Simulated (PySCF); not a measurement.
# P: ionisation energy

P [Ne] 3s2 3p3 (4S) → P+ [Ne] 3s2 3p2 (3P), as a difference of total energies. Calculation: PySCF 2.14, in x2c-TZVPall; scalar relativity by spin-free X2C-1e. Correlated levels: valence: [Ne] frozen. The calculations carry no spin-orbit coupling.

```csv
method,ionisation energy (eV)
UHF,9.900
M06-L,10.538
PBE0,10.514
MP2 (valence),10.463
SCS-MP2 (valence),10.292
CCSD (valence),10.402
CCSD(T) (valence),10.443
```

Problem. How much does correlation contribute at CCSD(T) (valence)?

Solution. 10.443 − (9.900) = 0.543 eV, measured against UHF.

Errors of the correlated levels include the incompleteness of this basis and the frozen core.

For comparison: 10.526 eV (measured; NIST levels, between the centres of gravity of the two terms).
